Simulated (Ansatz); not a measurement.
Geometry optimisation, Ansatz, RKS B3LYP-D4/def2-SVP.

input.yaml

```yaml
crystal:
  periodic: [false, false, false]
  atoms:
    - { symbol: Al, position_ang: [-1.020696, -0.825575, 0.701887] }
    - { symbol: H, position_ang: [1.544198, 0.094118, 1.169975] }
    - { symbol: O, position_ang: [1.72394, 0.190979, 0.20522] }
    - { symbol: H, position_ang: [2.188528, -0.632749, -0.006702] }
    - { symbol: "N", position_ang: [-1.597308, -0.102381, -0.846407] }
    - { symbol: H, position_ang: [-2.516787, -0.12943, -1.28901] }
    - { symbol: H, position_ang: [-0.961475, 0.453137, -1.417463] }
basis:
  gaussian: { orbitals: def2-SVP }
hamiltonian:
  xc: b3lyp
  dispersion: d4
relax:
  f_tol: 0.03
  max_steps: 50
output:
  orbitals: {}
```

Launched with:

```bash
$ ansatz run input.yaml --threads 1 --pin off --max-ram 2048MiB --backend cpu --events-out ev --progress --plain --runs-dir out
```

Task: Where does it end, and by what steps?

Result: It converged. After 18 steps the energy has fallen by 0.221 eV; H4 moved furthest, 0.98 Å. Joined: Al1–O3 (2.97 → 2.24 Å).

```
step  energy less start (eV)  largest force component (eV/Å)  accepted
   0                  0.0000                           0.746       yes
   1                 -0.0047                           2.173       yes
   2                 -0.0567                           2.186       yes
   3                 -0.1570                           0.737       yes
   4                 -0.1784                           0.296       yes
   5                 -0.1799                           0.294       yes
   6                 -0.1848                           0.156       yes
   7                 -0.1915                           0.056       yes
   8                 -0.1941                           0.067       yes
   9                 -0.1665                           1.233        no
  10                 -0.2012                           0.102       yes
  11                 -0.2043                           0.388       yes
  12                 -0.2143                           0.288       yes
  13                 -0.2107                           0.220        no
  14                 -0.2181                           0.101       yes
  15                 -0.2181                           0.198       yes
  16                 -0.2024                           0.340        no
  17                 -0.2213                           0.034       yes
  18                 -0.2215                           0.013       yes
```

```xyz
7
Properties=species:S:1:pos:R:3
Al -0.926 -0.557 0.926
H 1.818 -0.224 1.083
O 1.157 0.121 0.463
H 1.372 -0.260 -0.405
N -1.220 -0.159 -0.835
H -2.101 -0.397 -1.291
H -0.740 0.523 -1.424
```

Whether the end is a true minimum wasn't checked by a vibrational analysis.

The run took 40 s on 1 thread of Arm Neoverse V1 (shared host), peak memory 0.13 GiB.
